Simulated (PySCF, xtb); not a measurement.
SiH₂, SMILES [SiH2] (connectivity only; charge and spin as stated), neutral, multiplicity 1.

Harmonic wavenumbers (cm⁻¹) from GFN2-xTB (xtb 6.7.1) at its own minimum, in rising order: 946, 2044, 2077.

### Question
What does PySCF with PBE-D3(BJ)/def2-TZVPD give at its own minimum? (An estimate is asked for; the answer gives what the named calculation found.)

### Answer
973, 1970, 1977. Paired by order, the mean absolute difference is 67 cm⁻¹ and the zero-point energies are 7.2 and 7.0 kcal/mol.
